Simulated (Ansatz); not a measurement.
**C6H10: a ladder of functionals and wavefunction methods**

The task here is to estimate one member of a computed series from the others.

The runs use Ansatz 0.2.0, Gaussian basis; functionals in def2-TZVPP, the program's frozen cores in correlated methods.

The runs, in order: LDA (SPW92), PBE-D4, revPBE-D4, BLYP-D4, r2SCAN-D4, B97M-V, PBE0-D4, B3LYP-D4, r2SCANh-D4, r2SCAN0-D4, HSE06-D4, BHLYP-D4, CAM-B3LYP-D4, LC-ωPBE, ωB97X-V, ωB97M-V, B2PLYP, PBE-QIDH; CCSD(T)/def2-SVP; CCSD(T)/def2-TZVPP; MP2/def2-QZVPP; extrapolation to the limit; RPA on PBE.

**The relaxed structure**

An earlier PBE0-D4 in a triple-zeta def2 set relaxation fixed the geometry.

SMILES `C#CCCCC`, 16 atoms, charge 0, spin multiplicity 1.

Atoms are counted from 1 here; the program's logs count them from 0.

Bond lengths: C1–C2 1.201 Å, C1–H7 1.064 Å, C2–C3 1.454 Å, C3–C4 1.530 Å, C3–H8 1.095 Å, C3–H9 1.096 Å, C4–C5 1.519 Å, C4–H10 1.095 Å, C4–H11 1.095 Å, C5–C6 1.518 Å, C5–H12 1.095 Å, C5–H13 1.097 Å, C6–H14 1.094 Å, C6–H15 1.094 Å, C6–H16 1.092 Å. Angles: C2–C1–H7 179.6°, C1–C2–C3 179.0°, C2–C3–C4 113.3°, C2–C3–H8 108.7°, C2–C3–H9 108.9°, C4–C3–H8 109.8°, C4–C3–H9 109.6°, H8–C3–H9 106.3°, C3–C4–C5 113.5°, C3–C4–H10 108.2°, C3–C4–H11 109.0°, C5–C4–H10 109.7°, C5–C4–H11 109.6°, H10–C4–H11 106.6°, C4–C5–C6 112.6°, C4–C5–H12 109.0°, C4–C5–H13 109.1°, C6–C5–H12 109.9° and more.

The first run:

in.yaml reads:

```yaml
crystal:
  periodic: [false, false, false]
  atoms:
    - {symbol: C, position_ang: [2.661776, 0.580407, -1.472276]}
    - {symbol: C, position_ang: [2.082643, -0.098885, -0.669130]}
    - {symbol: C, position_ang: [1.359803, -0.920448, 0.287858]}
    - {symbol: C, position_ang: [-0.159865, -0.823349, 0.140910]}
    - {symbol: C, position_ang: [-0.707188, 0.566145, 0.416460]}
    - {symbol: C, position_ang: [-2.214463, 0.644090, 0.250643]}
    - {symbol: H, position_ang: [3.181701, 1.180779, -2.180364]}
    - {symbol: H, position_ang: [1.678184, -1.961108, 0.168578]}
    - {symbol: H, position_ang: [1.650833, -0.623101, 1.301971]}
    - {symbol: H, position_ang: [-0.617033, -1.542574, 0.829233]}
    - {symbol: H, position_ang: [-0.440280, -1.135343, -0.870642]}
    - {symbol: H, position_ang: [-0.220872, 1.281227, -0.254632]}
    - {symbol: H, position_ang: [-0.430587, 0.865910, 1.434283]}
    - {symbol: H, position_ang: [-2.511549, 0.382659, -0.768848]}
    - {symbol: H, position_ang: [-2.724927, -0.045803, 0.928885]}
    - {symbol: H, position_ang: [-2.588178, 1.649403, 0.457070]}
basis:
  gaussian: {orbitals: def2-TZVPP}
hamiltonian: {xc: lda}
output: {orbitals: {seedname: orbitals}}
```

Launch:

```
ansatz run in.yaml --threads 2 --pin off --events-out ev --progress --plain --max-ram 22528MiB --backend cuda --devices 0, --max-vram 18GiB
```

Steps of the session up to this table: LDA; PBE-D4 (GGA); revPBE-D4 (GGA); BLYP-D4 (GGA); r2SCAN-D4 (meta-GGA); B97M-V (meta-GGA); PBE0-D4 (hybrid); B3LYP-D4 (hybrid); r2SCANh-D4 (hybrid); r2SCAN0-D4 (hybrid); HSE06-D4 (hybrid); BHLYP-D4 (hybrid); CAM-B3LYP-D4 (range-separated); LC-ωPBE (range-separated); ωB97X-V (range-separated); ωB97M-V (range-separated); B2PLYP (double hybrid); PBE-QIDH (double hybrid).

One of the session's tables, all rows but one given; the rest of the session is left out.

It belongs to the step «Orbital energies across the functionals». 

```
  functional  HOMO (eV)  LUMO (eV)  gap (eV)
 LDA (SPW92)      -6.56      -0.19      6.37
      PBE-D4      -6.40       0.02      6.42
   revPBE-D4      -6.34       0.11      6.45
     BLYP-D4      -6.25       0.08      6.34
   r2SCAN-D4          ?          ?         ?
      B97M-V      -6.63       0.26      6.89
     PBE0-D4      -7.63       0.93      8.56
    B3LYP-D4      -7.39       0.64      8.03
  r2SCANh-D4      -7.08       0.77      7.85
  r2SCAN0-D4      -7.77       1.24      9.02
    HSE06-D4      -7.22       0.56      7.78
    BHLYP-D4      -8.71       1.67     10.38
CAM-B3LYP-D4      -9.00       1.81     10.81
     LC-ωPBE     -10.43       3.09     13.51
     ωB97X-V     -10.02       2.89     12.91
     ωB97M-V      -9.91       2.52     12.42
```

Q: Estimate the row for r2SCAN-D4 from the others.

Worked estimate for «HOMO (eV)». Against the share of exact exchange, r2SCANh-D4 (0.1, -7.08), r2SCAN0-D4 (0.25, -7.77) give a slope of -4.60 per unit share; at 0 the line stands at -6.62.

**Answer.** HOMO (eV): -6.62; LUMO (eV): 0.44; gap (eV): 7.05. In «HOMO (eV)» the line misses by 0.00.
